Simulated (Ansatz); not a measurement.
# BClH5N: the cost of one run

Method: RKS r2SCAN-D4/def2-SVP, in Ansatz 0.2.0.

### 1 Starting point

Bond lengths: N2–H3 1.060 Å, N2–H4 1.060 Å, B1–H5 1.190 Å, B1–H6 1.190 Å, B1–Cl7 2.160 Å, N2–H8 1.151 Å, Cl7–H8 1.400 Å. Angles: H3–N2–H4 120.0°, H3–N2–H8 102.2°, H4–N2–H8 85.6°, H5–B1–H6 120.0°, H5–B1–Cl7 105.4°, H6–B1–Cl7 92.8°, B1–Cl7–H8 67.9°, N2–H8–Cl7 138.3°.

Coordinates:

```xyz
8

B     0.0000    0.0000    0.0000
N     0.0000    0.0000    1.9000
H    -0.8770   -0.2713    2.4300
H     0.8770    0.2713    2.4300
H     1.0305    0.0000   -0.5950
H    -1.0305    0.0000   -0.5950
Cl   -0.2702    2.0319    0.6811
H    -0.1503    1.1304    1.7450
```

### 2 Pulling towards end A

Springs on the bonds that form and break draw the guess towards this end; the thresholds are loose.

input.yaml reads:

```yaml
crystal:
  periodic: [false, false, false]
  atoms:
    - { symbol: B, position_ang: [0.0, 0.0, 0.0] }
    - { symbol: "N", position_ang: [0.0, 0.0, 1.9] }
    - { symbol: H, position_ang: [-0.877, -0.2713, 2.43] }
    - { symbol: H, position_ang: [0.877, 0.2713, 2.43] }
    - { symbol: H, position_ang: [1.0305, 0.0, -0.595] }
    - { symbol: H, position_ang: [-1.0305, 0.0, -0.595] }
    - { symbol: Cl, position_ang: [-0.2702, 2.0319, 0.6811] }
    - { symbol: H, position_ang: [-0.1503, 1.1304, 1.745] }
basis:
  gaussian: { orbitals: def2-SVP }
hamiltonian:
  xc: r2scan
  dispersion: d4
relax:
  f_tol: 0.15
  max_steps: 25
  restrain:
    - { distance: [0, 6], at: 3.06, k: 30.0 }
    - { distance: [7, 1], at: 2.26, k: 30.0 }
    - { distance: [0, 1], at: 1.55, k: 30.0 }
    - { distance: [7, 6], at: 1.37, k: 30.0 }
```

Command:

```console
$ ansatz run input.yaml --threads 1 --pin off --max-ram 2048MiB --backend cpu --events-out ev --progress --plain --runs-dir out
```

What time and memory should one allow on 1 thread of Arm Neoverse V1, shared host?

About 37 s, with a peak of 0.14 GiB.
